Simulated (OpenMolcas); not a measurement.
[NO2]+ (SMILES O=[N+]=O): the vertical energy of the triplet above the singlet from total energies

[NO2]+: 3 atoms, total charge +1, spin state singlet. As SMILES, `O=[N+]=O`. The shape is that of a PBE0-D4/def2-TZVP optimisation.

```
atom    x (Å)    y (Å)    z (Å)
   O  -0.5730   0.9270  -0.2096
   N   0.0000   0.0000   0.0000
   O   0.5730  -0.9270   0.2096
```

Both states at this one shape; open shells run unrestricted unless said. 1 Eh = 27.2114 eV.

```tsv
level	program	singlet [NO2]+ (Eh)	triplet [NO2]+ (Eh)
HF/def2-TZVPPD	OpenMolcas	-203.777608	-203.612491
SVWN5/def2-TZVPPD	OpenMolcas	-203.353629	-203.103821
PBE/def2-TZVPPD	OpenMolcas	-204.634249	-204.393921
```

Task: Work out the vertical gap, second state less first, at each level.

Result: 
1. HF/def2-TZVPPD: -203.612491 − (-203.777608) = 0.165117 Eh = 4.49 eV.
2. SVWN5/def2-TZVPPD: -203.103821 − (-203.353629) = 0.249808 Eh = 6.80 eV.
3. PBE/def2-TZVPPD: -204.393921 − (-204.634249) = 0.240328 Eh = 6.54 eV.

No measured value is set beside it here; the levels span 4.49 to 6.80 eV. Hartree–Fock favours the state with fewer electron pairs, since it lacks pair correlation.
